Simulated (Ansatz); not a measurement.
```yaml
crystal:
  periodic: [false, false, false]
  atoms:
    - {symbol: C, position_ang: [-1.440571, 0.996701, 0.557856]}
    - {symbol: O, position_ang: [-0.644713, -0.165666, 0.353726]}
    - {symbol: C, position_ang: [0.525437, 0.044777, -0.267163]}
    - {symbol: C, position_ang: [1.284793, -1.235316, -0.432082]}
    - {symbol: O, position_ang: [0.892462, 1.128509, -0.632359]}
    - {symbol: H, position_ang: [-0.908701, 1.724221, 1.172649]}
    - {symbol: H, position_ang: [-1.692991, 1.462648, -0.395717]}
    - {symbol: H, position_ang: [-2.340667, 0.655972, 1.064813]}
    - {symbol: H, position_ang: [1.477037, -1.681258, 0.545538]}
    - {symbol: H, position_ang: [2.223630, -1.037633, -0.942799]}
    - {symbol: H, position_ang: [0.689782, -1.949754, -1.003860]}
basis:
  gaussian: {orbitals: aug-cc-pVTZ}
hamiltonian: {xc: {name: BLYP}, dispersion: d3bj}
```

```sh
$ ansatz run in.yaml --threads 4 --pin off --events-out ev --progress --plain --max-ram 10444MiB
```

It prints (some lines left out):

```
Functional definition: BLYP
1413 factors; their error is unknown
mean field evaluation 1: about -7288.7425 eV, gradient 8.7e1 eV
mean field evaluation 2: about -7258.3048 eV, gradient 1.4e2 eV
mean field evaluation 4: about -7303.5130 eV, gradient 1.5e1 eV
mean field evaluation 8: about -7303.9469 eV, gradient 1.6e-1 eV
mean field evaluation 16: about -7303.9131 eV, gradient 4.0e-4 eV
mean field -7303.91307346 eV, -268.4138546795 hartree, gradient 5.9e-5 eV, S^2 0.000000; 0 other end points of the search recorded, 0 dependent functions left out
reference -7303.91348125 eV, -268.4138696654 hartree; 20, 20 occupied and 348, 348 virtual orbitals, 1413 factors
Total energy: -7304.28477724 eV, -268.4275145415 hartree
```

Hardware: 4 threads of an Arm Neoverse V1 on a shared host. Wall time 4.4 s, peak host memory 0.58 GiB.
